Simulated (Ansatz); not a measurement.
# SiH₂O (triplet): the correlation ladder at distance O1–H3 along a hydrogen transfer = 1.054 Å, cc-pVTZ

How much of the correlation energy of SiH₂O (triplet) does each wave-function method recover here?

Program: Ansatz 0.2.0, Gaussian basis. Level of theory: cc-pVTZ, core rule «outside noble gas», up to 6 orbitals frozen. These are calculated values, not measurements.

To be run: UHF; CCSD(T) on ROHF; CCSD(T) on UHF; BCCD(T) on ROHF; CISD; CCSDT(Q) on ROHF; CCSDT(Q) on UHF; CASSCF and NEVPT2, 4 electrons in 4 orbitals.

4 further runs of the same task are left out: 4 for a known fault of the program.

## 1. What is computed

The geometry derives from fragments relaxed apart (PBE0/def2-TZVP) and kept rigid, so it is no stationary point. A hydrogen atom is moved between rigid fragments.

4 atoms, charge 0, spin multiplicity 3.

Atoms are counted from 1 here; the program's logs count them from 0.

Bond lengths: O1–H2 0.960 Å, O1–H3 1.054 Å. Angles: H2–O1–H3 105.1°.

## 2. UHF

in.yaml

```yaml
crystal:
  periodic: [false, false, false]
  atoms:
    - {symbol: O, position_ang: [-0.967173, -0.231644, 0.000000]}
    - {symbol: H, position_ang: [-1.216482, 0.694932, 0.000000]}
    - {symbol: H, position_ang: [0.086827, -0.231644, 0.000000]}
    - {symbol: Si, position_ang: [2.096827, -0.231644, 0.000000]}
basis:
  gaussian: {orbitals: cc-pVTZ}
magnetization: {spin_polarized: true, initial_magnetization: 2}
hamiltonian: {xc: hf}
output: {orbitals: {seedname: orbitals}}
```

Command:

```bash
$ ansatz run in.yaml --threads 1 --pin off --events-out ev --progress --plain --max-ram 4096MiB --backend cpu
```

The runs that follow: CCSD(T) on ROHF; CCSD(T) on UHF; BCCD(T) on ROHF; CISD; CCSDT(Q) on ROHF; CCSDT(Q) on UHF; CASSCF and NEVPT2, 4 electrons in 4 orbitals.

Q: Predict the results of all the runs planned. Wanted: UCCSDT(Q) below the RHF energy; RMP2 from UCCSDT(Q); UMP2 from UCCSDT(Q); RCCSD from UCCSDT(Q); RCCSD(T) from UCCSDT(Q); UCCSD(T) from UCCSDT(Q); RCCSDT(Q) from UCCSDT(Q); NEVPT2 pair from UCCSDT(Q); T1 diagnostic.

**Answer**, as computed:

```
                         quantity                                                   value
   UCCSDT(Q) below the RHF energy                                             -10.0795 eV
              RMP2 from UCCSDT(Q)                                            +91.7 kJ/mol
              UMP2 from UCCSDT(Q)                                            +92.9 kJ/mol
             RCCSD from UCCSDT(Q)                                            +36.0 kJ/mol
          RCCSD(T) from UCCSDT(Q)                                             +3.9 kJ/mol
          UCCSD(T) from UCCSDT(Q)                                             +3.8 kJ/mol
         RCCSDT(Q) from UCCSDT(Q)                                             +0.2 kJ/mol
       NEVPT2 pair from UCCSDT(Q)                                            +98.6 kJ/mol
levels within 1 kcal/mol (43 meV)  RCCSD(T), UCCSD(T), BCCD(T), RCCSDT, UCCSDT, RCCSDT(Q)
                    T1 diagnostic                                                   0.018
```

What this shows: RCCSD(T) lands +3.9 kJ/mol from the yardstick (0.4 % of the correlation energy). These misses are within one basis, not against nature; the frozen cores of restricted and unrestricted runs differ, which can shift their rows.
